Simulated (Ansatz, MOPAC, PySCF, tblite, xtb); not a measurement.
Scan of H₂Li, doublet: collinear Li-H-H surface. Scanned: Li-H distance and H-H distance.

- GFN2-xTB, 300 K electronic temperature (tblite)
- UHF/def2-SVP (PySCF)
- FCI/aug-cc-pVDZ = full CI/aug-cc-pVDZ, frozen core (Ansatz, a program for electronic structure)
- UHF/aug-cc-pVDZ (Ansatz)
- MP2/aug-cc-pVDZ = Ansatz with MP2 on UHF/aug-cc-pVDZ, frozen core
- CCSD/aug-cc-pVDZ = CCSD on UHF/aug-cc-pVDZ, frozen core in Ansatz
- CCSD(T)/aug-cc-pVDZ = CCSD(T) on UHF/aug-cc-pVDZ, frozen core in Ansatz
- UKS-B3LYP/aug-cc-pVDZ = unrestricted B3LYP/aug-cc-pVDZ in Ansatz
- UKS-CAM-B3LYP/aug-cc-pVDZ = unrestricted CAM-B3LYP/aug-cc-pVDZ run with Ansatz
- UKS-PBE/aug-cc-pVDZ = unrestricted PBE/aug-cc-pVDZ (Ansatz)
- PM6, unrestricted, heats of formation (MOPAC)
- PM3, unrestricted, heats of formation (MOPAC)
- GFN1-xTB (xtb)
- UKS-B3LYP/6-31G* = unrestricted B3LYP/6-31G*, spherical d run with PySCF
- UKS-B3LYP/LANL2DZ = unrestricted B3LYP/LANL2DZ (PySCF 2.14.0)
- UHF/STO-3G = unrestricted Hartree-Fock/STO-3G run with PySCF
- UMP2/6-31G* = unrestricted MP2 (frozen core)/6-31G*, spherical d (PySCF)

Energies in kcal/mol at chosen points (x: Li-H distance (Å); y: H-H distance (Å)), relative to x = 4.64, y = 0.75:

| method | (2.69, 0.68) | (4.64, 1.39) | (3.26, 0.86) | (1.44, 0.68) | (1.84, 1.50) | (2.19, 1.20) | (3.81, 1.81) |
|---|---|---|---|---|---|---|---|
| GFN2-xTB | 1.8 | 33.9 | -2.1 | 2.7 | -7.8 | -3.9 | 41.4 |
| UHF | 5.3 | 61.2 | 5.6 | 22.9 | 52.8 | 43.2 | 77.6 |
| FCI/aug-cc-pVDZ | 5.0 | 53.6 | 3.5 | 21.6 | 47.5 | 34.4 | 82.5 |
| UHF/aug-cc-pVDZ | 5.1 | 60.6 | 5.4 | 22.4 | 52.9 | 42.5 | 76.0 |
| MP2/aug-cc-pVDZ | 4.9 | 67.5 | 4.4 | 21.7 | 51.7 | 40.4 | 90.5 |
| CCSD/aug-cc-pVDZ | 5.1 | 53.6 | 3.6 | 21.6 | 48.1 | 34.8 | 82.8 |
| CCSD(T)/aug-cc-pVDZ | 5.1 | 53.6 | 3.6 | 21.6 | 47.7 | 34.5 | 82.7 |
| UKS-B3LYP/aug-cc-pVDZ | 4.3 | 56.6 | 3.3 | 19.7 | 42.5 | 30.3 | 84.4 |
| UKS-CAM-B3LYP/aug-cc-pVDZ | 4.6 | 57.4 | 3.2 | 19.8 | 42.8 | 31.8 | 86.3 |
| UKS-PBE/aug-cc-pVDZ | 4.4 | 52.9 | 2.4 | 19.8 | 40.8 | 27.1 | 80.5 |
| PM6 | 5.3 | 92.7 | 4.7 | 34.1 | 89.3 | 60.2 | 131.4 |
| PM3 | -6.5 | 78.2 | 5.8 | -7.9 | 55.4 | 41.6 | 100.8 |
| GFN1-xTB | 1.0 | 50.9 | 0.3 | 3.2 | 10.5 | 13.4 | 68.3 |
| UKS-B3LYP/6-31G* | 3.2 | 59.5 | 4.5 | 20.2 | 46.3 | 33.1 | 87.7 |
| UKS-B3LYP/LANL2DZ | 3.1 | 60.1 | 4.3 | 19.4 | 46.6 | 33.1 | 88.9 |
| UHF/STO-3G | 2.4 | 91.8 | 10.3 | 22.5 | 78.2 | 63.8 | 109.1 |
| UMP2/6-31G* | 3.9 | 66.8 | 5.7 | 21.4 | 55.1 | 43.2 | 87.1 |
